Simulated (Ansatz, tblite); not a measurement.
**The cluster B4H4−: a ladder of methods and basis sets**

The task here is to estimate one member of a computed series from the others.

The runs use Ansatz 0.2.0, Gaussian basis; as each input shows.

Levels to be run: GFN1-xTB, GFN2-xTB, PBE-D4/def2-TZVPD, r2SCAN-D4/def2-TZVPD, BLYP-D4/def2-TZVPD, ωB97M-V/def2-TZVPD, B97M-V/def2-TZVPD, revPBE-D4/def2-TZVPD, HF/def2-TZVPD, HSE06-D4/def2-TZVPD, r2SCAN0-D4/def2-TZVPD, PBE-D4/def2-SVPD, PBE0-D4/def2-SVPD, HF/STO-3G, HF/6-31G, B3LYP-D4/6-31G, MP2/def2-TZVPD, RPA/def2-TZVPD.

2 further runs of the same task are left out: 2 that didn't finish. Runs told in other sessions of the task aren't counted.

### The structure

The doublet was relaxed beforehand with r2SCAN-D4/def2-TZVPD. At that level it is the lowest of the isomers that a small search found.

8 atoms, charge -1, spin multiplicity 2.

Bond lengths: B1–B3 1.631 Å, B1–B4 1.631 Å, B1–H7 1.204 Å, B2–B3 1.631 Å, B2–B4 1.631 Å, B2–H8 1.204 Å, B3–H6 1.204 Å, B4–H5 1.204 Å. Angles: B3–B1–B4 69.1°, B3–B1–H7 143.6°, B4–B1–H7 143.6°, B3–B2–B4 69.1°, B3–B2–H8 143.6°, B4–B2–H8 143.6°, B1–B3–B2 69.1°, B1–B3–H6 143.7°, B2–B3–H6 143.6° and more.

The ion is computed in the gas phase, without counter-ions or solvent.

PBE0-D4/def2-TZVPD was run before; its log isn't repeated, and its numbers join the tables.

The first run:

Tight binding, by tblite at 300 K electronic temperature and without a spin-polarisation term:

```python
tblite.interface.Calculator('GFN1-xTB', numbers, positions, charge=-1, uhf=1).singlepoint()
```

Tight binding, by tblite at 300 K electronic temperature and without a spin-polarisation term:

```python
tblite.interface.Calculator('GFN2-xTB', numbers, positions, charge=-1, uhf=1).singlepoint()
```

start.molden holds the orbitals of an earlier run on this state, given as this run's starting guess.

Contents of in.yaml:

```yaml
crystal:
  periodic: [false, false, false]
  atoms:
    - {symbol: B, position_ang: [-0.479042, 0.453419, -0.810897]}
    - {symbol: B, position_ang: [-0.461042, -0.661300, 0.664802]}
    - {symbol: B, position_ang: [0.711468, -0.606704, -0.467182]}
    - {symbol: B, position_ang: [0.228581, 0.815590, 0.612755]}
    - {symbol: H, position_ang: [0.624508, 1.724276, 1.295891]}
    - {symbol: H, position_ang: [1.626233, -1.226092, -0.945385]}
    - {symbol: H, position_ang: [-1.144114, 0.906799, -1.706096]}
    - {symbol: H, position_ang: [-1.106592, -1.405987, 1.356103]}
basis:
  gaussian: {orbitals: def2-TZVPD, initial_orbitals: start.molden}
total_charge: -1
magnetization: {spin_polarized: true, initial_magnetization: 1}
hamiltonian: {xc: pbe, dispersion: d4}
scf: {omitted_lower_state_checks: [starts]}
output: {orbitals: {seedname: orbitals}}
```

Run with:

```
ansatz run in.yaml --threads 4 --pin off --events-out ev --progress --plain --max-ram 3916MiB
```

Steps of the session up to this table: PBE-D4/def2-TZVPD; r2SCAN-D4/def2-TZVPD; BLYP-D4/def2-TZVPD; ωB97M-V/def2-TZVPD; B97M-V/def2-TZVPD; revPBE-D4/def2-TZVPD; HF/def2-TZVPD; HSE06-D4/def2-TZVPD; r2SCAN0-D4/def2-TZVPD; PBE-D4/def2-SVPD; PBE0-D4/def2-SVPD; HF/STO-3G; HF/6-31G; B3LYP-D4/6-31G; MP2/def2-TZVPD; RPA/def2-TZVPD.

One table of the session follows, with a row left open; its other results are not shown here.

| level | LUMO (eV) | gap (eV) |
| --- | --- | --- |
| HF/STO-3G | 11.02 | 10.39 |
| HF/6-31G | 6.87 | 9.13 |
| HF/def2-TZVPD | 4.58 | 7.14 |
| PBE-D4/def2-SVPD | 1.74 | 0.86 |
| PBE-D4/def2-TZVPD | 1.74 | 0.88 |
| revPBE-D4/def2-TZVPD | 1.84 | 0.92 |
| BLYP-D4/def2-TZVPD | 1.86 | 0.79 |
| r2SCAN-D4/def2-TZVPD | ? | ? |
| B97M-V/def2-TZVPD | 1.85 | 1.12 |
| B3LYP-D4/6-31G | 3.12 | 2.42 |
| PBE0-D4/def2-SVPD | 2.67 | 2.83 |
| PBE0-D4/def2-TZVPD | 2.67 | 2.83 |
| r2SCAN0-D4/def2-TZVPD | 2.91 | 3.26 |
| HSE06-D4/def2-TZVPD | 2.29 | 2.05 |
| ωB97M-V/def2-TZVPD | 3.98 | 6.03 |

**Question.** Estimate the row for r2SCAN-D4/def2-TZVPD.

As computed: LUMO (eV): 2.09; gap (eV): 1.46. In the column «LUMO (eV)» it lies between BLYP-D4/def2-TZVPD (1.86) and HSE06-D4/def2-TZVPD (2.29).
